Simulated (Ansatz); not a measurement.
A nudged elastic band was laid between two geometries of C₄H₇NS (13 atoms, charge 0, multiplicity 1).

Theory: RKS PBE0/def2-SVP in Ansatz.

* movable images: 2
* climbing image: no
* spring: 5.0 eV/Å²
* optimiser: quadratic models (default)
* start path: through a guess of the saddle point
* force threshold: 0.05 eV/Å
* iteration limit: 60
* end points: relaxed

First end point:

```xyz
13
Properties=species:S:1:pos:R:3
C 0.407 -0.680 -2.409
C 0.226 -0.246 -1.293
C -0.041 0.252 0.069
C 0.728 -0.577 1.096
N -1.449 0.261 0.417
S 0.557 2.004 0.060
H 0.573 -1.061 -3.400
H 0.385 -1.624 1.067
H 0.542 -0.175 2.101
H 1.805 -0.557 0.888
H -1.971 0.794 -0.277
H -1.810 -0.693 0.402
H 0.069 2.267 1.294
```

Last end point:

```xyz
13
Properties=species:S:1:pos:R:3
C 0.520 -0.770 -2.437
C 0.235 -0.360 -1.335
C -0.114 0.146 -0.003
C 0.715 -0.551 1.075
N -1.510 -0.075 0.246
S 0.385 1.969 -0.091
H 0.777 -1.132 -3.416
H 0.477 -1.625 1.079
H 0.469 -0.136 2.066
H 1.788 -0.411 0.896
H -1.767 0.279 1.165
H -2.080 0.411 -0.444
H 0.127 2.220 1.214
```

Question: What changes between the two ends?

Answer: No bond is made or broken.

Question: Give the energies along the band, and the barrier.

Answer: It converged. The highest image is number 2 of 0 to 3, 0.130 eV above the first end and 0.107 eV above the last; the last end lies 0.023 eV above the first. No image climbed, so the highest image needn't sit at the top of the path. So few images can step over the top or miss a turn of the path.

| image | path coordinate (Å) | energy (eV) |
| --- | --- | --- |
| 0 | 0.00 | 0.000 |
| 1 | 0.88 | 0.121 |
| 2 | 1.77 | 0.130 |
| 3 | 2.65 | 0.023 |

Question: What is the geometry of the highest image?

Answer: 
```xyz
13
Properties=species:S:1:pos:R:3:forces:R:3
C 0.481 -0.792 -2.389 0.00 0.01 -0.02
C 0.235 -0.355 -1.288 0.00 -0.03 0.01
C -0.103 0.165 0.041 0.02 0.02 0.01
C 0.727 -0.538 1.119 -0.05 0.00 0.00
N -1.520 -0.022 0.293 -0.01 -0.03 -0.02
S 0.401 1.975 -0.033 -0.01 0.00 -0.03
H 0.699 -1.168 -3.372 0.02 -0.02 0.00
H 0.471 -1.608 1.113 0.01 0.00 0.01
H 0.468 -0.134 2.110 0.00 0.01 -0.01
H 1.803 -0.412 0.946 0.00 0.02 0.00
H -1.905 0.797 0.757 0.04 -0.06 0.10
H -2.024 -0.116 -0.584 -0.02 0.08 -0.06
H 0.287 2.172 1.301 0.01 0.00 -0.01
```

The band took 9 iterations and about 2.8 core-minutes.

Run time: 85 s on 2 threads of Arm Neoverse V1 (shared host), peak memory 0.31 GiB.
